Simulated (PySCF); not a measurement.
A made-up structure of AlSiNH4, closed shell:

| atom | x (Å) | y (Å) | z (Å) |
| --- | --- | --- | --- |
| N1 | -1.6199 | -0.6844 | -1.2245 |
| Si2 | -0.7414 | 0.4783 | -0.5324 |
| Al3 | 1.2194 | 0.0953 | 0.9135 |
| H4 | -0.3182 | 0.0868 | 0.7653 |
| H5 | -1.2115 | 1.8588 | -0.8363 |
| H6 | 1.6278 | -1.4150 | 1.1664 |
| H7 | 2.0353 | 1.2917 | 1.5610 |

It is relaxed with PBE-D4/def2-SVP and then PBE0-D4/def2-TZVP (PySCF 2.14 with density fitting (its default auxiliary sets; JK sets also for MP2 and CCSD(T))). Atoms count as bonded within 1.22 times the sum of their covalent radii (H–H: 0.88 Å). The end point is not checked to be a true minimum.

(1) Does its bonding change? (A judgement: the text doesn't fix the answer.)

## Answers

(1) The calculation gives: Yes. Formed: N1–Al3; broken: Si2–Al3, Al3–H4.

Where it ends: The first stage lowers the energy by 5.12 eV in 42 steps. It ends as AlSiNH₄ ([AlH2][N][SiH2]):
```
7
angstrom
N 0.1093 0.2618 0.2784
Si -0.5819 1.6678 0.4081
Al 0.8759 -1.3061 0.1292
H -0.6122 2.4714 1.6556
H -1.2854 2.3582 -0.7016
H 0.0293 -2.6142 0.4292
H 2.4006 -1.3841 -0.3026
```

Labels in which every atom is bracketed show which atoms are joined, not bond orders.

For scale, one of the runs: PBE0-D4/def2-TZVP relaxation, 129 basis functions, launched by `OMP_NUM_THREADS=2 python run.py`. The run took 60 s on 2 CPU threads of an AMD EPYC 7B13 (shared host), with 1.2 GiB of host memory at its peak.
